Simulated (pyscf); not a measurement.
6 gas-phase steps of one pattern: four-centre exchange on the singlet surface, B–C + Cl–H or B–C + F–H or C–Ga + F–H or C–In + F–H broken and B–Cl + C–H or B–F + C–H or C–H + F–Ga or C–H + F–In formed. Structures and frequencies: ωB97X-D3(BJ)/def2-SVP in PySCF. Electronic energies in kJ/mol, from the separated reactants; ΔE‡ at ωB97M-D3(BJ)/def2-TZVP, beside the barrier at PBE/def2-TZVP on the same structures. Rows were drawn at random from the steps of this pattern with a verified saddle, stable references and no exit in the data more than 5 kcal/mol lower.

| row | step | ΔE‡(PBE) | ΔE‡ |
|---|---|---|---|
| 1 | H₃C–B(CH₃)–CH₃ (SMILES CB(C)C) + HF (SMILES F) -> CH₄ (SMILES C) + H₃C–B(CH₃)–F (SMILES CB(C)F) | 48.2 | 69.3 |
| 2 | H₃C–GaH–CH₃ (SMILES [CH3][GaH][CH3]) + HF (SMILES F) → CH₄ (SMILES C) + H₃C–GaH–F (SMILES [CH3][GaH][F]) | -2.8 | 14.2 |
| 3 | HF (SMILES F) + H₂C=CH–B(F)–F (SMILES C=CB(F)F) -> F–B(F)–F (SMILES FB(F)F) + H₂C=CH₂ (SMILES C=C) | 67.3 | 93.3 |
| 4 | H₃C–InH–CH₃ (SMILES [CH3][InH][CH3]) + HF (SMILES F) → CH₄ (SMILES C) + H₃C–InH–F (SMILES [CH3][InH][F]) | -8.6 | 8.8 |
| 5 | H₃C–B(CH₃)–CH₃ (SMILES CB(C)C) + HCl (SMILES Cl) -> CH₄ (SMILES C) + H₃C–B(CH₃)–Cl (SMILES CB(C)Cl) | 52.6 | 75.9 |
| 6 | HCl (SMILES Cl) + H₂C=CH–BH–Cl (SMILES C=CBCl) -> Cl–BH–Cl (SMILES ClBCl) + H₂C=CH₂ (SMILES C=C) | 56.1 | ? |

**Question.** From a straight line through the complete rows, estimate the missing barrier and say how far the line can be trusted.

**Answer.** Over the 5 complete rows the means are +31.3 (ΔE‡(PBE)) and 52.3 (ΔE‡); least squares gives b = 1.11 and a = 17.5 kJ/mol, with residuals of 1.0 kJ/mol (root mean square; largest 1.7, row 1). For row 6: 17.5 + 1.11 × (+56.1) = 79.8 kJ/mol. The computed barrier is 91.3 kJ/mol, 11.5 over the line. The line follows the complete rows closely but misses this one by more than their scatter. Each barrier is that of the saddle found. Elements up to Kr have no core potential and no relativistic terms here. Elements past Kr carry the def2 core potentials, without spin-orbit coupling.
